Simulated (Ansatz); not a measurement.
# NH3 (ammonia): levels of theory compared

We compute a comparison of 6 runs (PBE0/3-21G, UB3LYP/6-31G, UPBE/3-21G, wB97X/3-21G, CCSDT(Q)/3-21G, CCSD/3-21G) of NH3 (ammonia). 

The calculation is run with Ansatz 0.2.0.

68 further runs of the same task are left out: 68 set aside as unsound or not needed.

## 1. The system as given

NH3: 4 atoms, total charge 0, spin state singlet. As SMILES, `N`. The H2–N1 distance was set to 2.025 Å, away from the relaxed value. At this shape a bond of the SMILES string is far longer than usual.

Bond lengths: N1–H3 1.013 Å, N1–H4 1.013 Å. Angles: H3–N1–H4 107.7°.

## 2. The energy at PBE0/3-21G (run 1)

Input file job.yaml:

```yaml
crystal:
  periodic: [false, false, false]
  atoms:
    - {symbol: "N", position_ang: [-0.628275, 0.786154, -0.537288]}
    - {symbol: H, position_ang: [0.491930, -0.300470, 0.753380]}
    - {symbol: H, position_ang: [-1.452075, 0.242704, -0.763698]}
    - {symbol: H, position_ang: [-0.091925, 0.901574, -1.388438]}
basis:
  gaussian:
    orbitals: 3-21G.json
total_charge: 0
hamiltonian:
  xc: {name: PBE0}
accuracy: high
```

The basis set 3-21G is read from a file made from the Basis Set Exchange's data (not shown).

Launch:

```
ansatz run job.yaml --threads 1 --pin off --max-ram 2610MiB --events-out events.jsonl --progress --plain --runs-dir runs
```

Log:

```text
Warning: RAYON_NUM_THREADS=1 ignored (pool sized by the plan → 1); use --threads N
Functional definition: PBE0
  name "PBE0"
  parameter a = 0.25
  parameter kappa = 0.804
  parameter beta = 0.06672455060314922
  exchange = (1 - a)*pbe_x(kappa = kappa, mu = beta*pi^2/3) + a*exact_x
  correlation = pbe_c(beta = beta)
287 factors; integrals over basis functions are off by at most 5.2e-9 eV
mean field evaluation 1: about -1516.8411 eV, gradient 4.9e1 eV
mean field evaluation 2: about -1502.5620 eV, gradient 7.6e1 eV
mean field evaluation 4: about -1523.1694 eV, gradient 9.8e0 eV
mean field evaluation 8: about -1523.5397 eV, gradient 1.9e-1 eV
mean field evaluation 16: about -1523.5399 eV, gradient 4.9e-6 eV
mean field -1523.53990159 eV, -55.9890586911 hartree, gradient 9.4e-8 eV, S^2 0.000000; 0 other end points of the search recorded, 0 dependent functions left out
reference -1523.53990257 eV, -55.9890587269 hartree; 5, 5 occupied and 10, 10 virtual orbitals, 287 factors
Total energy: -1523.53990257 eV, -55.9890587269 hartree
```

Wall time 0.18 s (1 thread of AMD EPYC 9R45 (Zen 5), shared host).

## 3. The energy at UB3LYP/6-31G (run 2)

Input file input.yaml:

```yaml
basis:
  gaussian: {orbitals: 6-31G}
crystal:
  periodic: [false, false, false]
  atoms:
    - {symbol: N, position_ang: [-0.628275, 0.786154, -0.537288]}
    - {symbol: H, position_ang: [0.491930, -0.300470, 0.753380]}
    - {symbol: H, position_ang: [-1.452075, 0.242704, -0.763698]}
    - {symbol: H, position_ang: [-0.091925, 0.901574, -1.388438]}
magnetization: {spin_polarized: true, initial_magnetization: 0}
hamiltonian: {xc: {name: B3LYP}}
accuracy: high
```

Launch:

```
ansatz run input.yaml --threads 1 --pin off --max-ram 2610MiB --events-out events.jsonl --progress --plain --runs-dir runs
```

Log:

```text
Warning: RAYON_NUM_THREADS=1 ignored (pool sized by the plan → 1); use --threads N
Functional definition: B3LYP
  name "B3LYP"
  parameter a0 = 0.2
  parameter ax = 0.72
  parameter ac = 0.81
  exchange = (1 - a0 - ax)*slater_x + ax*b88_x + a0*exact_x
  correlation = (1 - ac)*vwn_rpa_c + ac*lyp_c
349 factors; integrals over basis functions are off by at most 4.0e-9 eV
mean field evaluation 1: about -1523.8177 eV, gradient 4.2e1 eV
mean field evaluation 2: about -1501.6931 eV, gradient 6.6e1 eV
mean field evaluation 4: about -1532.7958 eV, gradient 1.1e1 eV
mean field evaluation 8: about -1533.7730 eV, gradient 3.1e-1 eV
mean field evaluation 16: about -1533.7738 eV, gradient 1.5e-6 eV
mean field evaluation 32: about -1530.5659 eV, gradient 2.7e1 eV
mean field -1534.04922024 eV, -56.3752690279 hartree, gradient 2.8e-8 eV, S^2 0.564001; 3 other end points of the search recorded, 0 dependent functions left out
reference -1534.04924440 eV, -56.3752699159 hartree; 5, 5 occupied and 10, 10 virtual orbitals, 349 factors
Total energy: -1534.04924440 eV, -56.3752699159 hartree
```

It took 0.68 s on 1 thread of AMD EPYC 9R45 (Zen 5), shared host.

Run 3 isn't shown in full; the table further down has it.

## 4. The energy at wB97X/3-21G (run 4)

Input file input.yaml:

```yaml
crystal:
  periodic: [false, false, false]
  atoms:
    - {symbol: "N", position_ang: [-0.628275, 0.786154, -0.537288]}
    - {symbol: H, position_ang: [0.491930, -0.300470, 0.753380]}
    - {symbol: H, position_ang: [-1.452075, 0.242704, -0.763698]}
    - {symbol: H, position_ang: [-0.091925, 0.901574, -1.388438]}
basis:
  gaussian:
    orbitals: 3-21G.json
hamiltonian:
  xc: {name: wB97X}
accuracy: high
```

The basis set 3-21G is read from a file made from the Basis Set Exchange's data (not shown).

Launch:

```
ansatz run input.yaml --threads 1 --pin off --max-ram 2610MiB --events-out events.jsonl --progress --plain --runs-dir runs
```

Log (excerpt; [...] marks lines left out):

```text
Warning: RAYON_NUM_THREADS=1 ignored (pool sized by the plan → 1); use --threads N
Functional definition: wB97X
  name "wB97X"
[...]
      + exact_x_lr(omega)
[...]
      + integral(e_c_pw_opposite_spin*poly(b97_u_opposite, 1, cos1, cos2, cos3, cos4))
287 factors; integrals over basis functions are off by at most 5.2e-9 eV
121 factors; integrals over basis functions are off by at most 1.1e-9 eV
[...]
mean field -1524.72783518 eV, -56.0327144452 hartree, gradient 2.4e-8 eV, S^2 0.000000; 0 other end points of the search recorded, 0 dependent functions left out
reference -1524.72783391 eV, -56.0327143984 hartree; 5, 5 occupied and 10, 10 virtual orbitals, 287 factors
Total energy: -1524.72783391 eV, -56.0327143984 hartree
```

Run time: 0.8 s. Hardware: 1 thread of AMD EPYC 9R45 (Zen 5), shared host; peak memory 0.17 GiB.

Run 5 isn't shown in full; the table further down has it.

## 5. A single-point energy at CCSD/3-21G (run 6)

Input file run.yaml:

```yaml
crystal:
  periodic: [false, false, false]
  atoms:
    - {symbol: "N", position_ang: [-0.628275, 0.786154, -0.537288]}
    - {symbol: H, position_ang: [0.491930, -0.300470, 0.753380]}
    - {symbol: H, position_ang: [-1.452075, 0.242704, -0.763698]}
    - {symbol: H, position_ang: [-0.091925, 0.901574, -1.388438]}
basis:
  gaussian: {orbitals: 3-21G.json}
scf: {omitted_lower_state_checks: [cluster_reference, increment]}
correlation: {method: ccsd, frozen_orbitals: {H: 0, "N": 1}}
accuracy: high
```

The basis set 3-21G is read from a file made from the Basis Set Exchange's data (not shown).

Launch:

```
ansatz run run.yaml --threads 1 --pin off --max-ram 2610MiB --events-out events.jsonl --progress --plain --runs-dir runs
```

Log (excerpt; [...] marks lines left out):

```text
Warning: RAYON_NUM_THREADS=1 ignored (pool sized by the plan → 1); use --threads N
Functional definition: HF
  name "HF"
[...]
287 factors; integrals over basis functions are off by at most 5.2e-9 eV
[...]
mean field -1514.86428590 eV, -55.6702356949 hartree, gradient 1.5e-8 eV, S^2 0.000000; 1 other end points of the search recorded, 0 dependent functions left out; unrestricted orbitals would lower it
1 core orbitals not correlated: weight in the atoms' cores, before any rotation towards them, 1.000 or more for the frozen orbitals, at most 0.000 for the correlated occupied ones
reference -1514.86428590 eV, -55.6702356949 hartree; 4, 4 occupied and 10, 10 virtual orbitals, 287 factors
second order -4.01857328 eV of doubles, -0.00000000 eV of singles
cycle   1  -4.30411772 eV  change   -4.9e-1 eV  update   1.1e-1
[...]
cycle  23  -5.07221314 eV  change   4.2e-10 eV  update  3.9e-10
WARN: these amplitudes may be one of several solutions (largest doubles amplitude 0.41, level shift 1.32 eV)
Total energy: -1519.93649904 eV, -55.8566360899 hartree
Checks for a lower state left out: cluster_reference, increment
```

It took 0.06 s on 1 thread of AMD EPYC 9R45 (Zen 5), shared host.

## 6. The series

```csv
run,level,frozen core orbitals,energy (Eh),wall time
1,PBE0/3-21G,–,-55.989059,0.18 s
2,UB3LYP/6-31G,–,-56.375270,0.68 s
3,UPBE/3-21G,–,-56.000917,0.54 s
4,wB97X/3-21G,–,-56.032714,0.8 s
5,CCSDT(Q)/3-21G,1,-55.863576,0.14 s
6,CCSD/3-21G,1,-55.856636,0.06 s
```

## 7. Results

| quantity | value |
| --- | --- |
| run 6: total energy | -55.85664 Eh |
| run 6: correlation energy (1 core orbital frozen) | -186.4 mEh |
| run 6: T1 diagnostic | 0.032 |

What this shows: Totals of different functionals can't be ranked against each other. In run 6 the T1 diagnostic is large, so a single reference may not serve. In runs 5, 6 the log says that unrestricted orbitals would lower the reference, so the values rest on an unstable closed-shell determinant (other closed-shell runs at this shape may share the fault). In runs 1, 4, 6 a closed-shell determinant meets a far-stretched bond, which it describes badly. Spin contamination of the reference: run 2 ⟨S²⟩ = 0.56, run 3 ⟨S²⟩ = 0.43. All runs together took 2.4 s, the longest 0.8 s.
